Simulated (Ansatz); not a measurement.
## Worked example: correlation energy of SiH$_{2}$, triplet

Geometry: displaced at random from a stationary point.

```xyz
3

Si   -0.0015   -0.0516    0.0022
H    -0.0024    0.6899   -1.2874
H     0.0456    0.7492    1.2268
```

Basis cc-pVDZ; Ansatz 0.2.0. Correlated methods freeze the noble-gas cores, which leaves 6 electrons in 23 orbitals. Prefix R: restricted or restricted open-shell reference; prefix U: unrestricted.

Full CI is exact within this basis and frozen core; it isn't the basis-set limit. The frozen core follows each run's orbitals, which can shift R against U totals by a few meV.

Runs differ by some tens of microhartree through their thresholds and, for an open shell, their frozen cores, so steps under 0.1 kcal/mol mean nothing.

```tsv
level	total energy (hartree)
UHF	-290.011381
UMP2	-290.083743
UCCSD	-290.105621
UCCSD(T)	-290.107450
UCCSDT	-290.108037
UCCSDT(Q)	-290.108072
full CI	-290.108067
```

Task: What is the correlation energy at full CI, and what share of it do UMP2 and UCCSD(T) recover?

Result: E(corr) = -290.108067 − (-290.011381) = -0.096686 hartree = -2.631 eV. UMP2: -0.072362 / -0.096686 = 74.84 %. UCCSD(T): -0.096069 / -0.096686 = 99.36 %.

Task: By how many kcal/mol does UCCSD(T) miss full CI (1 hartree = 627.509 kcal/mol), and which steps make up the rest?

Result: -290.107450 − (-290.108067) = 0.000617 hartree = 0.39 kcal/mol. Steps: UCCSDT − UCCSD(T) = -0.37, UCCSDT(Q) − UCCSDT = -0.02, full CI − UCCSDT(Q) = 0.00 kcal/mol. That is within 1 kcal/mol of the reference in this basis, which itself misses far more of the correlation at the basis-set limit.
